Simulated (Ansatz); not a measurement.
For rock-salt CdO, RPBE (PAW; Ansatz, a first-principles code) gives:

* **lattice constant a**: 4.824 Å
* **bulk modulus B0**: 111 GPa
* **cohesive energy**: 2.51 eV/atom
* **band gap at the measured cell**: 0.00 eV

Question: What does PBE0 (plane waves, PAW; Ansatz) give for the same quantities?

Answer: 
- lattice constant a: 4.704 Å (decreases by 2.5 %)
- bulk modulus: 147 GPa (grows by 32 %)
- cohesive energy: 2.84 eV/atom (increases by 0.33 eV/atom)
- band gap at the measured cell: 1.57 eV (grows by 1.57 eV)

For comparison: lattice constant a 4.696 Å (measured, temperature not stated, no zero-point or thermal correction; as tabulated in Gopal et al. (2015), doi:10.1103/physrevb.91.245202); bulk modulus 147 GPa (measured, temperature not stated, not corrected to a static lattice; as tabulated in Gopal et al. (2015), doi:10.1103/physrevb.91.245202); cohesive energy 3.23 ± 0.03 eV/atom (worked out here from tabulated enthalpies at 298 K, copied from a table, unchecked, brought to a static lattice with a Debye model, atoms in their spin–orbit ground levels; inputs from the CRC Handbook); band gap 0.84 eV (measured, 100 K, zero-point motion not removed, lower of two indirect gaps; as tabulated in Menéndez-Proupin et al. (2004), arXiv:cond-mat/0405700).

Changes are worked out from the printed values.

Unless a cell is named, each level is at its own relaxed cell (RPBE 14.03, PBE0 13.01 Å³/atom).

Spin–orbit coupling is included only where a level's name says +SOC; with heavier elements it mostly lowers gaps and can invert bands. A gap of zero means that the bands touch or overlap. Density-functional gaps are differences of (generalised) Kohn–Sham levels.

Ansatz's density-functional and Hartree–Fock values are scalar-relativistic unless marked +SOC, with PAW data made under PBE.
